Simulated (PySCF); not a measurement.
**NH$_{4}$⁺, singlet along the distance N1-H4**

Starting geometry (PBE0/def2-TZVP stationary point for this spin, not checked as a minimum):

```xyz
5

N     0.0000    0.0000    0.0000
H     0.5903    0.5923    0.5902
H    -0.5929   -0.5882    0.5917
H    -0.5890    0.5896   -0.5943
H     0.5916   -0.5937   -0.5876
```

From there H4 moves along the line of the two atoms named below, all else staying in place; atoms are numbered as listed. Energies are in kJ/mol, counted from the starting geometry at the same level.

Basis 6-31G; PySCF 2.14.0. Correlated methods freeze the noble-gas cores. R marks a restricted (for open shells ROHF) determinant.

The highest cluster run ends over 0.1 eV above full CI (CCSDT or CCSDTQ; CCSD(T) where those didn't converge) at 3.522, so misses of HF, MP2 and cluster levels there may hold a gap between states.

Full CI is exact within this basis and frozen core; it isn't the basis-set limit.

```tsv
distance N1-H4 (Å)	RHF
0.809	147.1
0.904	32.5
1.024	0.0
1.236	73.1
1.397	164.0
1.600	281.5
1.858	415.9
2.296	591.8
2.748	710.3
3.522	815.7
```

Problem. Estimate the full CI curve in 6-31G from this one, knowing how RHF errs.

Solution. The computed full CI values, in kJ/mol from the starting point, and the error of RHF against them:
```csv
distance N1-H4 (Å),full CI,RHF less full CI
0.809,166.4,-19.3
0.904,43.2,-10.7
1.024,0.0,0.0
1.236,54.3,18.8
1.397,130.6,33.4
1.600,228.8,52.7
1.858,337.4,78.5
2.296,465.9,125.9
2.748,530.4,179.9
3.522,556.6,259.1
```

Full CI's occupations show more than one leading determinant at 2.748, 3.522.

RHF keeps both spins in the same orbitals, so it can't give open-shell fragments and ends 259.1 kJ/mol too high at 3.522 Å.

These errors take the starting point as zero, where RHF itself lies 352.7 kJ/mol above full CI in total energy. In total energy its miss is smallest, 333.4 kJ/mol, at 0.809 and largest, 611.8 kJ/mol, at 3.522 Å.
